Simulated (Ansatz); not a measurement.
A nudged elastic band was laid between two geometries of FH + H4OSi (8 atoms, charge 0, multiplicity 1).

Level of theory: RKS PBE-D4/def2-SVP in Ansatz 0.2.0.

```
movable images  : 5
climbing image  : yes
spring          : 5.0 eV/Å²
optimiser       : quadratic models (default)
start path      : through a guess of the saddle point
force threshold : 0.2 eV/Å
iteration limit : 60
end points      : relaxed
```

First end point:

```xyz
8
Properties=species:S:1:pos:R:3
Si -0.112 0.112 -0.152
H -0.151 0.074 1.371
H 1.305 0.252 -0.600
O -0.908 1.481 -0.715
H -1.874 1.477 -0.603
H -0.748 -1.155 -0.652
F 1.316 -1.960 1.350
H 0.844 -1.271 1.785
```

Last end point:

```xyz
8
Properties=species:S:1:pos:R:3
Si -0.093 -0.211 -0.742
H 1.287 -0.405 3.247
H 1.327 0.226 -0.872
O -0.991 1.181 -0.580
H -1.958 1.076 -0.610
H -0.571 -1.064 -1.882
F -0.229 -1.153 0.597
H 0.898 -0.640 2.627
```

(1) Which bonds break or form, and what moves?

(2) What energy profile does the band end with?

(3) What is the geometry of the highest image?

The band took 11 iterations and about 90 core-seconds.

## Answers

(1) Bonds broken: Si1–H2, F7–H8. Bonds formed: Si1–F7, H2–H8. FH + H4OSi becomes FH3OSi + H2.

(2) The forces met the threshold. The highest image is number 2 of 0 to 6, 21.0 kcal/mol above the first end and 49.5 kcal/mol above the last; the last end lies 28.5 kcal/mol below the first. The threshold of 0.2 eV/Å is loose, so the images may lie well off the minimum-energy path. Neighbouring images differ by up to 1.5 eV, so the band resolves the path poorly. The order of the stationary point at the top wasn't checked. The orbitals stay closed-shell, which can raise the energy where a bond breaks towards radicals; this wasn't checked here.

```tsv
image	path coordinate (Å)	energy (kcal/mol)	Si1–H2 (Å)	F7–H8 (Å)	Si1–F7 (Å)
0	0.00	0.0	1.52	0.94	2.93
1	0.73	4.6	1.55	0.96	2.51
2	1.46	21.0	1.74	1.21	1.98
3	2.50	-13.9	2.45	1.84	1.67
4	3.54	-27.5	3.27	2.36	1.64
5	4.59	-28.5	4.10	2.39	1.64
6	5.63	-28.5	4.23	2.38	1.64
```

(3) 
```xyz
8
Properties=species:S:1:pos:R:3:forces:R:3
Si 0.099 -0.149 -0.099 0.15 -0.16 0.07
H 0.163 0.219 1.598 0.00 -0.07 0.03
H 1.462 0.227 -0.564 -0.01 0.01 0.00
O -0.838 1.247 -0.274 -0.09 0.05 -0.02
H -1.756 1.041 -0.524 0.00 0.05 0.00
H -0.694 -1.157 -0.881 -0.02 -0.02 -0.01
F 0.747 -1.702 0.936 -0.05 0.08 -0.02
H 0.488 -0.717 1.593 0.01 0.06 -0.04
```

The run took 93 s on 1 thread of Arm Neoverse V2, on a shared host, peak memory 0.12 GiB.
